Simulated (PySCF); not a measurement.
# [PH2]− (phosphanide) at 6 levels

Aim: a comparison of 6 runs (B2PLYP/6-31G*, SVWN5/6-31G*, UPBE0/6-31G*, r2SCAN/6-31G*, CCSDT(Q)/6-31G*, NEVPT2(2,2)/6-31G*) of [PH2]− (phosphanide). Input form: a Python script.

Program for the calculation: PySCF 2.14.0.

2 further runs of the same task are left out: 2 set aside as unsound or not needed.

## Step 1: Starting point

[PH2]−: 3 atoms, total charge -1, spin state singlet. As SMILES, `[PH2-]`. The P1–H3 distance was set to 2.421 Å, away from the relaxed value. At this shape a bond of the SMILES string is far longer than usual.

Bond lengths: P1–H2 1.345 Å.

## Step 2: A single-point energy at B2PLYP/6-31G(d) (spherical functions) (run 1)

The input, job.py:

```python
from pyscf import gto, dft, mp

mol = gto.M(
    atom='''
P        1.381654       0.028875       0.769233
H        0.988324       1.312675       0.689313
H       -0.604500      -0.696650      -0.410180
''',
    basis='6-31g*',
    charge=-1,
    max_memory=1860,
    verbose=3,
)

ks = dft.RKS(mol)
ks.xc = '0.53*HF + 0.47*B88, 0.73*LYP'
ks.grids.level = 5
ks.conv_tol = 1e-10
ks.kernel()
if not ks.converged:
    ks = ks.newton().run(ks.mo_coeff, ks.mo_occ)

pt = mp.MP2(ks, frozen=5).run()
energy = ks.e_tot + 0.27 * pt.e_corr
print('PT2 part  %.8f' % (0.27 * pt.e_corr))
print('E = %.10f Eh' % energy)
```

Command:

```
OMP_NUM_THREADS=1 python job.py
```

The program printed:

```text
converged SCF energy = -342.223166384495
E(RMP2) = -342.365995704819  E_corr = -0.142829320323733
E(SCS-RMP2) = -342.375352842105  E_corr = -0.152186457609926
PT2 part  -0.03856392
E = -342.2617303010 Eh
```

Wall time 1.6 s (1 thread of Arm Neoverse V2, shared host); peak memory 0.18 GiB.

## Step 3: A single-point energy at SVWN5/6-31G(d) (spherical functions) (run 2)

The input, job.py:

```python
from pyscf import gto, dft

system = gto.M(
    atom='''
P        1.381654       0.028875       0.769233
H        0.988324       1.312675       0.689313
H       -0.604500      -0.696650      -0.410180
''',
    basis='6-31g*',
    verbose=4,
    max_memory=1860,
    charge=-1,
    spin=0,
)

calc0 = dft.RKS(system, xc='svwn')
calc0.conv_tol = 1e-10
calc0.grids.level = 5
calc0.kernel()
if not calc0.converged:
    calc0 = calc0.newton().run(calc0.mo_coeff, calc0.mo_occ)

e_final = calc0.e_tot
print('E(%s) = %.9f' % ('SVWN5', e_final))
```

Command:

```
OMP_NUM_THREADS=1 python job.py
```

The program printed:

```text
PySCF version 2.14.0

[... 73 lines left out ...]
converged SCF energy = -341.127553516319
E(SVWN5) = -341.127553516
```

It took 1.2 s on 1 thread of Arm Neoverse V2, shared host; peak memory 0.14 GiB.

## Step 4: A single-point energy at UPBE0/6-31G(d) (spherical functions) (run 3)

The input, input.py:

```python
from pyscf import gto, dft

system = gto.M(
    atom=[
    ('P', (1.381654, 0.028875, 0.769233)),
    ('H', (0.988324, 1.312675, 0.689313)),
    ('H', (-0.604500, -0.696650, -0.410180)),
],
    max_memory=1860,
    basis='6-31g*',
    verbose=3,
    charge=-1,
)

mf = dft.UKS(system)
mf.xc = 'pbe0'
mf.grids.level = 5
mf.conv_tol = 1e-10
mf.kernel()
if not mf.converged:
    mf = mf.newton().run(mf.mo_coeff, mf.mo_occ)
for _ in range(3):
    mo, _, stable, _ = mf.stability(return_status=True)
    if stable:
        break
    mf.kernel(mf.make_rdm1(mo, mf.mo_occ))

etot = mf.e_tot
print('E = %.10f Eh' % etot)
```

Command:

```
OMP_NUM_THREADS=1 python input.py
```

The program printed:

```text
converged SCF energy = -342.279454534933  <S^2> = 3.8706103e-06  2S+1 = 1.0000077
<class 'pyscf.dft.uks.UKS'> wavefunction is stable in the internal stability analysis
E = -342.2794545349 Eh
```

It took 5.1 s on 1 thread of Arm Neoverse V2, shared host; peak memory 0.28 GiB.

Runs 4 to 5 aren't shown in full; the table further down has their settings and results.

## Step 5: A single-point energy at NEVPT2(2,2)/6-31G(d) (spherical functions) (run 6)

The input, input.py:

```python
import numpy
from pyscf import gto, scf, mp, mcscf, mrpt

molecule = gto.M(
    atom=[
    ('P', (1.381654, 0.028875, 0.769233)),
    ('H', (0.988324, 1.312675, 0.689313)),
    ('H', (-0.604500, -0.696650, -0.410180)),
],
    verbose=3,
    basis='6-31g*',
    charge=-1,
    max_memory=1860,
)

mf = molecule.RHF()
mf.conv_tol = 1e-10
mf.kernel()
if not mf.converged:
    mf = mf.newton().run(mf.mo_coeff, mf.mo_occ)

pt = mp.MP2(scf.addons.convert_to_uhf(mf)).run()
noons, natorbs = mcscf.addons.make_natural_orbitals(pt)
print('natural occupations', numpy.round(noons[:40], 4))
cas = mcscf.CASSCF(mf, 2, 2)
cas.fix_spin_(ss=0.0)
cas.natorb = True
cas.kernel(natorbs)
e_pt2 = mrpt.NEVPT(cas).kernel()
e_final = cas.e_tot + e_pt2
print(f'total energy: {e_final:.8f} hartree')
```

Command:

```
OMP_NUM_THREADS=1 python input.py
```

The program printed:

```text
converged SCF energy = -341.73672644538
E(UMP2) = -341.849772978616  E_corr = -0.113046533235293
E(SCS-UMP2) = -341.855895708921  E_corr = -0.119169263540486
natural occupations [2.0000e+00 1.9999e+00 1.9998e+00 1.9997e+00 1.9997e+00 1.9814e+00
 1.9719e+00 1.9707e+00 1.9472e+00 5.5000e-02 1.7200e-02 1.2400e-02
 8.5000e-03 6.9000e-03 6.9000e-03 6.1000e-03 5.4000e-03 4.3000e-03
 3.4000e-03 2.1000e-03 1.0000e-03 7.0000e-04]
CASSCF energy = -341.775911735512
CASCI E = -341.775911735512  E(CI) = -0.660721230344222  S^2 = 0.0000000
Sr    (-1)',   E = 0.00000000055837
Si    (+1)',   E = 0.00000000005718
Sijrs (0)  ,   E = -0.06283366826136
Sijr  (+1) ,   E = -0.00723667874375
Srsi  (-1) ,   E = -0.01349428733713
Srs   (-2) ,   E = -0.00068175374856
Sij   (+2) ,   E = -0.00079593571241
Sir   (0)' ,   E = -0.00781026370461
Nevpt2 Energy = -0.092852586892274
total energy: -341.86876432 hartree
```

Run time: 0.72 s. Hardware: 1 thread of Arm Neoverse V2, shared host; peak memory 0.12 GiB.

## Step 6: All runs side by side

| run | level | frozen core orbitals | follow instability | energy (Eh) | HOMO energy (eV) | LUMO energy (eV) | HOMO–LUMO gap (eV) | wall time |
| --- | --- | --- | --- | --- | --- | --- | --- | --- |
| 1 | B2PLYP/6-31G* (spherical functions) | 5 | – | -342.261730 | 0.18 | 5.25 | 5.07 | 1.6 s |
| 2 | SVWN5/6-31G* (spherical functions) | – | – | -341.127554 | 2.33 | 3.16 | 0.83 | 1.2 s |
| 3 | UPBE0/6-31G* (spherical functions) | – | yes | -342.279455 | 1.13 | 3.98 | 2.84 | 5.1 s |
| 4 | r2SCAN/6-31G* (spherical functions) | – | – | -342.386112 | 2.04 | 3.19 | 1.15 | 2.4 s |
| 5 | CCSDT(Q)/6-31G* (spherical functions) | 5 | – | -341.884553 | -1.59 | 7.25 | 8.84 | 2.2 s |
| 6 | NEVPT2(2,2)/6-31G* (spherical functions) | – | – | -341.868764 | -1.59 | 7.25 | 8.84 | 0.72 s |

## Step 7: Results

| quantity | value |
| --- | --- |
| run 6: total energy | -341.86876 Eh |
| run 6: HOMO energy (Hartree–Fock orbitals) | -1.59 eV |
| run 6: LUMO energy (Hartree–Fock orbitals) | 7.25 eV |
| run 6: HOMO–LUMO gap (to an unbound level, set by the basis) | 8.84 eV |

Over runs 1, 2, 3, 4 the HOMO–LUMO gap runs from 0.83 eV (SVWN5/6-31G*) to 5.07 eV (B2PLYP/6-31G*). The empty levels of an anion lie above zero and hang on the basis. A double hybrid's value is that of its SCF part. Totals of different functionals can't be ranked against each other. In runs 1, 2, 3, 4 the HOMO lies above zero, so the outermost electron may be held by the basis alone. All runs together took 13 s, the longest 5.1 s.
